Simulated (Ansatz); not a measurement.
Geometry optimisation, Ansatz 0.2.0, RHF/STO-3G.

The input (input.yaml):

```yaml
crystal:
  periodic: [false, false, false]
  atoms:
    - { symbol: C, position_ang: [-1.4707, 1.4424, 1.2872] }
    - { symbol: C, position_ang: [-0.6234, 0.7384, 0.3419] }
    - { symbol: C, position_ang: [-0.0939, -0.443, 0.6192] }
    - { symbol: C, position_ang: [0.926, -1.2514, -0.2448] }
    - { symbol: C, position_ang: [1.1875, -0.6948, -1.6292] }
    - { symbol: H, position_ang: [-2.4976, 1.6529, 0.8071] }
    - { symbol: H, position_ang: [-1.0639, 2.4711, 1.5036] }
    - { symbol: H, position_ang: [-1.6312, 0.9736, 2.214] }
    - { symbol: H, position_ang: [-0.4296, 1.2386, -0.5721] }
    - { symbol: H, position_ang: [-0.2699, -0.8927, 1.6267] }
    - { symbol: H, position_ang: [1.7783, -1.4236, 0.3269] }
    - { symbol: H, position_ang: [0.4128, -2.2407, -0.3627] }
    - { symbol: H, position_ang: [1.6444, 0.3053, -1.5411] }
    - { symbol: H, position_ang: [0.2578, -0.5433, -2.2006] }
    - { symbol: H, position_ang: [1.8515, -1.3835, -2.1466] }
basis:
  gaussian: { orbitals: STO-3G }
hamiltonian:
  xc: hf
relax:
  f_tol: 0.015
  max_steps: 40
output:
  orbitals: {}
```

Launched with:

```bash
$ ansatz run input.yaml --threads 1 --pin off --max-ram 2048MiB --backend cpu --events-out ev --progress --plain --runs-dir out
```

Problem. Where does it end, and by what steps?

Solution. The forces met the threshold. Limits of this set-up: minimal basis. After 5 steps the energy has fallen by 0.568 eV; C1 moved furthest, 0.07 Å.

| step | energy less start (eV) | largest force component (eV/Å) | accepted |
| --- | --- | --- | --- |
| 0 | 0.0000 | 5.360 | yes |
| 1 | -0.4824 | 1.275 | yes |
| 2 | -0.4821 | 1.123 | no |
| 3 | -0.5643 | 0.229 | yes |
| 4 | -0.5675 | 0.091 | yes |
| 5 | -0.5680 | 0.015 | yes |

```xyz
15
Properties=species:S:1:pos:R:3
C -1.511 1.500 1.285
C -0.594 0.721 0.355
C -0.058 -0.438 0.647
C 0.868 -1.274 -0.234
C 1.177 -0.678 -1.621
H -2.486 1.648 0.826
H -1.096 2.483 1.498
H -1.650 0.975 2.224
H -0.402 1.196 -0.600
H -0.269 -0.890 1.611
H 1.805 -1.431 0.302
H 0.422 -2.261 -0.363
H 1.670 0.285 -1.531
H 0.268 -0.545 -2.199
H 1.834 -1.345 -2.171
```

Time of the run: 5.9 s on 1 thread of AMD EPYC 7R43 64-Core Processor (Zen 3) (shared host), peak memory 0.1 GiB.
